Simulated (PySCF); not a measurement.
# BS at other levels of theory

Starting from one script, swap the method and compare what comes out for BS.

The runs use PySCF 2.14.0; method and basis as typed in the scripts.

2 further runs of the same task are left out: 2 that didn't finish.

## Step 1: The system as given

BS: 2 atoms, charge 0, spin multiplicity 2.

Bond lengths: B1–S2 1.701 Å.

## Step 2: The base run

Contents of input.py:

```python
from pyscf import gto, scf

mol = gto.M(
    atom='B 0 0 0; S 0 0 1.701',
    basis='def2-svpd',
    charge=0,
    spin=1,
    verbose=3,
)
mf = scf.UHF(mol)
mf.kernel()
mf.nuc_grad_method().kernel()
mf.dip_moment()
print('orbital energies (hartree):', [e[max(0, n-3):n+3].round(4) for e, n in zip(mf.mo_energy, mol.nelec)])
```

Run with:

```console
$ OMP_NUM_THREADS=1 python input.py
```

## Step 3: SCF alone

Variant 1 changes step after the SCF: gradient → none.

Edit input.py of step 2 so:

```diff
@@ -11,3 +11,2 @@
 mf.kernel()
-mf.nuc_grad_method().kernel()
 mf.dip_moment()
```

## Step 4: Population analysis

Variant 2 changes step after the SCF: gradient → analyze.

Edit input.py of step 2 so:

```diff
@@ -11,4 +11,3 @@
 mf.kernel()
-mf.nuc_grad_method().kernel()
-mf.dip_moment()
+mf.analyze()
 print('orbital energies (hartree):', [e[max(0, n-3):n+3].round(4) for e, n in zip(mf.mo_energy, mol.nelec)])
```

## Step 5: Stability test

Variant 3 changes step after the SCF: gradient → stability.

Edit input.py of step 2 so:

```diff
@@ -11,3 +11,3 @@
 mf.kernel()
-mf.nuc_grad_method().kernel()
+mf.stability(internal=True, external=True)
 mf.dip_moment()
```

## Step 6: Pbe0 (UKS)

Variant 4 changes functional: none (Hartree–Fock) → pbe0; SCF type: UHF → UKS; step after the SCF: gradient → analyze.

Contents of input.py:

```python
from pyscf import gto, dft

mol = gto.M(
    atom='B 0 0 0; S 0 0 1.701',
    basis='def2-svpd',
    charge=0,
    spin=1,
    verbose=3,
)
mf = dft.UKS(mol, xc='pbe0')
mf.kernel()
mf.analyze()
print('orbital energies (hartree):', [e[max(0, n-3):n+3].round(4) for e, n in zip(mf.mo_energy, mol.nelec)])
```

## Step 7: Pbe (UKS)

Variant 5 changes functional: none (Hartree–Fock) → pbe; SCF type: UHF → UKS; step after the SCF: gradient → analyze.

Contents of input.py:

```python
from pyscf import gto, dft

mol = gto.M(
    atom='B 0 0 0; S 0 0 1.701',
    basis='def2-svpd',
    charge=0,
    spin=1,
    verbose=3,
)
mf = dft.UKS(mol, xc='pbe')
mf.kernel()
mf.analyze()
print('orbital energies (hartree):', [e[max(0, n-3):n+3].round(4) for e, n in zip(mf.mo_energy, mol.nelec)])
```

Q: Predict the outcome of this session. Wanted: for each run, E(SCF); from base; gap, α spin; SCF dipole; after the SCF.

**Answer**, as computed:

```csv
run,E(SCF) (hartree),from base (eV),"gap, α spin (eV)",SCF dipole (D),after the SCF
base,-422.019367,0,11.79,1.74,n/a
SCF alone,-422.019367,0.0000,11.79,1.74,n/a
population analysis,-422.019367,0.0000,11.79,1.74,n/a
stability test,-422.019367,0.0000,11.79,1.74,stable
pbe0 (UKS),-422.649960,not comparable,6.47,1.20,n/a
pbe (UKS),-422.617772,not comparable,4.52,0.93,n/a
```

What this shows: The α-spin gap between the frontier levels is 4.5 eV with pbe (0 % exact exchange) and 6.5 eV with pbe0 (25 %): exact exchange opens it. A lower total energy from another functional means nothing by itself.
